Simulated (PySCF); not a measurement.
P₂.
InChI=1S/P2/c1-2

Computed, not measured: PySCF, PBE0-D3(BJ)/def2-SVP geometry optimisation, gas phase.

Masses are those of the commonest isotopes; rigid-rotor values at the optimised geometry. 

Problem. What are the moment of inertia and the rotational constant?

Solution. I = 55.382 u·Å², B = 505379 MHz·u·Å²/I = 9125 MHz (0.3044 cm⁻¹, or 0.438 K as hB/k). For two atoms I = μr² with μ = 15.4869 u and r = 1.8910 Å.

Problem. List the first levels of a rigid rotor in a Σ state.

Solution. E(J) = BJ(J+1): J = 1: 0.609, J = 2: 1.826, J = 3: 3.653, J = 4: 6.088, J = 5: 9.132, J = 6: 12.784 cm⁻¹.

Problem. Has it a pure rotational spectrum?

Solution. Not by electric dipole: D∞h allows no dipole (computed 0.00 D). Rotational Raman lines (ΔJ = 2) lie at B(4J + 6), spaced by 4B = 1.218 cm⁻¹, with nuclear-spin weights that differ between even and odd J.

Not checked by PBE0-D3(BJ)/def2-SVP frequencies. Constants of a rigid frame at the computed geometry: no zero-point averaging, no centrifugal distortion.
